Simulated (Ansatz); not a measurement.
Two shapes of doublet BH4 in separate pieces.

Shape 1:

```xyz
5

B    -0.1471    0.4129    0.1426
H     1.7723   -5.9461   -1.9794
H     0.7978    0.9691   -0.3464
H     0.0083   -0.1240    1.1983
H    -1.2458    0.8639   -0.2039
```

Shape 2:

```xyz
5

B    -0.1006    0.3487    0.1563
H     1.1535   -4.0472   -1.3571
H     0.6860    0.8564   -0.6943
H     0.2417   -0.7070    0.6667
H    -1.2479    0.3487   -0.0937
```

Basis set: def2-SVP (spherical functions). Correlated methods keep 1 orbital frozen. Charge 0, multiplicity 2.

Computed with Ansatz (development build ahead of 0.2.0); each method stands on the lowest determinant of its kind that the runs found.

(1) Which shape is lower in energy, and by how much in each method?

Results:

(1)

```json
{"method": "UHF", "E(2) − E(1) (eV)": "0.314"}
{"method": "UHF-MP2", "E(2) − E(1) (eV)": "0.299"}
{"method": "PBE0 (unrestricted)", "E(2) − E(1) (eV)": "0.276"}
```

Shape 1 is lower. Caution for PBE0 (unrestricted): charge can spread falsely over distant fragments.
